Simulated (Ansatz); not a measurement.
Ideal-gas functions of `[NH2][MgH]` at 400 K and 1 bar, from an Ansatz frequency run at PBE0-D4/def2-TZVP.

Molar mass 41.34 g/mol, point group C2v (symmetry number 2), electronic degeneracy 1, moments of inertia 1.325, 43.92, 45.245 u Å². Harmonic wavenumbers (cm⁻¹, unscaled): 300, 307, 355, 529, 692, 1559, 1639, 3579, 3659.

Use S(trans) = R[1.5 ln M + 2.5 ln T − 1.1517]; rotational temperatures θ = 24.2544 K / I; S(rot) = R[ln(√π/σ · √(T³/θAθBθC)) + 1.5]; for each mode x = 1.438777 ν̃/T, S = R[x/(eˣ − 1) − ln(1 − e⁻ˣ)] and H = RT x/(eˣ − 1); 1 cm⁻¹ = 0.0119627 kJ/mol; R = 8.31446 J/(mol·K).

By hand: the entropy, in J/(mol·K).

Translation 161.4. Rotation: θ = 18.3052, 0.5522, 0.5361 K, giving 79.2. Vibration, mode by mode: 8.07, 7.90, 6.82, 4.12, 2.59, 0.20, 0.16, 0.00, 0.00, in all 29.9. Electronic 0.0. Sum 270.5 J/(mol·K).

By hand: H − E and G − E in kJ/mol, counted from the electronic energy.

Zero-point energy ½ × 12619 × 0.0119627 = 75.5; thermal vibration 7.3; translation, rotation and pV give 4 RT = 13.3. H − E = 96.1 kJ/mol, and G − E = 96.1 − 400 × 270.5/1000 = -12.1 kJ/mol.

Vibration gives 11 % of the entropy.
